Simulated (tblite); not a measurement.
C₄H₇OS (doublet state).
Z-matrix (Å and degrees, GFN2-xTB geometry), rows numbered from 1:
```
C 
O   1  1.3085
C   2  1.3301  1  124.57
S   3  1.6514  2  123.26  1    -1.35
C   3  1.4992  2  113.30  1   176.36
C   5  1.5317  3  110.43  2   -84.58
H   1  1.0720  2  115.55  3   178.56
H   1  1.0768  2  120.98  3    -0.92
H   5  1.0922  3  109.26  2    36.00
H   5  1.0900  3  108.71  2   155.20
H   6  1.0866  5  110.02  3  -179.27
H   6  1.0877  5  110.55  3    60.63
H   6  1.0873  5  110.07  3   -59.44
```

Calculated harmonic vibrations of the isolated species, GFN2-xTB (tblite), most abundant isotopes, no scaling. This tight-binding method is rough: wavenumbers can miss measured ones by several per cent, in bad cases by 10 to 20. One conformer, not necessarily the lowest. Open shells enter through the occupations alone, without spin polarisation, and single modes of such species can be off by tens of per cent.

Harmonic wavenumbers (cm⁻¹): 25.7, 142.8, 203.7, 229.0, 260.8, 329.0, 423.5, 518.5, 552.3, 578.4, 708.2, 813.7, 988.5, 1005.4, 1068.2, 1092.1, 1172.6, 1201.9, 1244.2, 1296.9, 1306.6, 1347.4, 1403.9, 1452.8, 1493.0, 1497.5, 2973.6, 3007.9, 3038.5, 3044.9, 3046.2, 3096.1, 3178.1.

A = 3649, B = 2427, C = 1623 MHz; mass 103.022 u (most abundant isotopes); point group C1, symmetry number 1; spin multiplicity 2.

Task: Zero-point energy?

Result: ½Σν̃ = 21871 cm⁻¹ = 62.53 kcal/mol.

Task: Give the ideal-gas entropy at 200 K and 1 bar in the rigid-rotor, harmonic-oscillator model (classical rotation).

Result: Translation 37.85, rotation 26.32, vibration 12.80, spin (R ln 2) 1.38: S = 78.3 cal/(mol K).

Task: And Cp and H(200 K) − H(0)?

Result: Cp = 21.52 cal/(mol K), of which vibrations give 13.58 (their classical limit is 33 R = 65.6); H(200 K) − H(0) = 2.93 kcal/mol without the zero-point energy, 1.34 from vibrations.

Task: Which modes carry the vibrational entropy at 200 K?

Result: 25.7 cm⁻¹: 5.34; 142.8 cm⁻¹: 2.02; 203.7 cm⁻¹: 1.40; 229.0 cm⁻¹: 1.21; 260.8 cm⁻¹: 1.00; 329.0 cm⁻¹: 0.68 cal/(mol K); the other 27 give 1.15 together.

Task: How do the functions run with temperature in this model?

Result: 
```json
{"T (K)": "50", "S (cal/(mol K))": "57.4", "Cp (cal/(mol K))": "10.8", "H − H(0) (kcal/mol)": "0.47", "G − H(0) (kcal/mol)": "-2.40", "ln q(vib)": "0.67"}
{"T (K)": "100", "S (cal/(mol K))": "66.0", "Cp (cal/(mol K))": "14.6", "H − H(0) (kcal/mol)": "1.11", "G − H(0) (kcal/mol)": "-5.49", "ln q(vib)": "1.44"}
{"T (K)": "298.15", "S (cal/(mol K))": "88.1", "Cp (cal/(mol K))": "27.8", "H − H(0) (kcal/mol)": "5.35", "G − H(0) (kcal/mol)": "-20.92", "ln q(vib)": "4.74"}
{"T (K)": "373.15", "S (cal/(mol K))": "94.9", "Cp (cal/(mol K))": "32.5", "H − H(0) (kcal/mol)": "7.61", "G − H(0) (kcal/mol)": "-27.79", "ln q(vib)": "6.00"}
{"T (K)": "500", "S (cal/(mol K))": "105.4", "Cp (cal/(mol K))": "39.5", "H − H(0) (kcal/mol)": "12.20", "G − H(0) (kcal/mol)": "-40.50", "ln q(vib)": "8.12"}
{"T (K)": "750", "S (cal/(mol K))": "123.4", "Cp (cal/(mol K))": "49.3", "H − H(0) (kcal/mol)": "23.39", "G − H(0) (kcal/mol)": "-69.18", "ln q(vib)": "12.15"}
{"T (K)": "1000", "S (cal/(mol K))": "138.5", "Cp (cal/(mol K))": "55.7", "H − H(0) (kcal/mol)": "36.56", "G − H(0) (kcal/mol)": "-101.97", "ln q(vib)": "15.90"}
```

q(vib) and H(0) count from the zero-point level.

Task: What must be added to the electronic energy to get the Gibbs energy at 200 K and 1 bar?

Result: ZPE + [H(200 K) − H(0)] − T·S = 62.53 + 2.93 − 15.67 = 49.79 kcal/mol.

Hindered rotation and anharmonicity are outside this model. Other conformers, if any are populated, would add a mixing term that is left out. The structure is chiral; the term R ln 2 for an equal mix with its mirror image is left out.
